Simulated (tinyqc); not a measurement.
Inside a calculation. Method: extended Hueckel theory, for H3O+. The parameters take no account of the charge, which enters only through the electron count. Computed by tinyqc, a small Python program that keeps every step (integrals from PySCF). Settings: charge = 1, K = 1.75, multiplicity = 1. Command: `OMP_NUM_THREADS=1 python tinyqc.py 26565 26566 out.jsonl` (the two numbers bound the seeds that draw the settings). One thread of a shared host (Intel(R) Xeon(R) Processor @ 2.60GHz), about 0.01 s of CPU time with the checks.

## Overlaps

Geometry (angstrom):
```
atom          x          y         z
O      0.000000   0.000000  0.370000
H      0.915000   0.000000  0.000000
H     -0.457000   0.792000  0.000000
H     -0.457000  -0.792000  0.000000
```

Parameters chosen for this run:
```
element  shell  Slater exponent   H_ii (eV)
H           1s         1.300000  -13.600000
O           2s         2.275000  -32.300000
O           2p         2.275000  -14.800000
```

Slater orbitals, each expanded in six Gaussians scaled to its exponent.

overlap S, lower triangle:
```
           1O 2s     1O 2px     1O 2py     1O 2pz     2H 1s     3H 1s     4H 1s
1O 2s   1.000000
1O 2px  0.000000   1.000000
1O 2py  0.000000   0.000000   1.000000
1O 2pz  0.000000   0.000000   0.000000   1.000000
2H 1s   0.441747   0.354022   0.000000  -0.143157  1.000000
3H 1s   0.442112  -0.177020   0.306783  -0.143320  0.202878  1.000000
4H 1s   0.442112  -0.177020  -0.306783  -0.143320  0.202878  0.202938  1.000000
```

## Wolfsberg-Helmholz matrix

diagonal H_ii (eV): 1O 2s -32.300000, 1O 2px -14.800000, 1O 2py -14.800000, 1O 2pz -14.800000, 2H 1s -13.600000, 3H 1s -13.600000, 4H 1s -13.600000

K = 1.750000

H_ij = K' S_ij (H_ii + H_jj)/2 for i != j (the diagonal keeps H_ii), with K' = 1.75.

H (eV), lower triangle:
```
             1O 2s      1O 2px      1O 2py      1O 2pz       2H 1s       3H 1s       4H 1s
1O 2s   -32.300000
1O 2px    0.000000  -14.800000
1O 2py    0.000000    0.000000  -14.800000
1O 2pz    0.000000    0.000000    0.000000  -14.800000
2H 1s   -17.741666   -8.797458    0.000000    3.557442  -13.600000
3H 1s   -17.756341    4.398944   -7.623552    3.561508   -4.828507  -13.600000
4H 1s   -17.756341    4.398944    7.623552    3.561508   -4.828507   -4.829922  -13.600000
```

## Orbitals

valence electrons = 8

Solve H C = S C e through S^(-1/2); fill by pairs from the bottom, a degenerate level sharing its electrons equally; each orbital has its largest coefficient positive (the first on a tie).

orbital energies (eV): -33.430474  -17.113346  -17.112059  -15.102005  -1.317065  -1.301457  10.714125

occupations: 2.000000  2.000000  2.000000  2.000000  0.000000  0.000000  0.000000

coefficients:
```
             MO1        MO2        MO3        MO4        MO5        MO6        MO7
1O 2s   0.844735   0.000000   0.000025   0.134228  -0.000972   0.000000   1.020501
1O 2px  0.000020   0.000000   0.711364  -0.000073  -0.895879   0.000000  -0.001263
1O 2py  0.000000   0.711277   0.000000   0.000000   0.000000   0.896244   0.000000
1O 2pz  0.021176   0.000000   0.000078   0.963746   0.000362   0.000000  -0.389823
2H 1s   0.106900   0.000000   0.400353  -0.069477   0.967410   0.000000  -0.649002
3H 1s   0.107020   0.346629  -0.200029  -0.069467  -0.482429  -0.837314  -0.651529
4H 1s   0.107020  -0.346629  -0.200029  -0.069467  -0.482429   0.837314  -0.651529
```

sum of one-electron energies = -165.515770 eV

## Mulliken analysis

P = C n C^T; charge = valence electrons (H 1, O 6) minus the sum of (P S)_ii on the atom; overlap population = 2 sum P_ij S_ij between two atoms.

charges: 1O -0.221089, 2H 0.406995, 3H 0.407047, 4H 0.407047

Overlap populations:
```
pair      value
2-1    0.583437
3-1    0.583763
3-2   -0.051787
4-1    0.583763
4-2   -0.051787
4-3   -0.051840
```
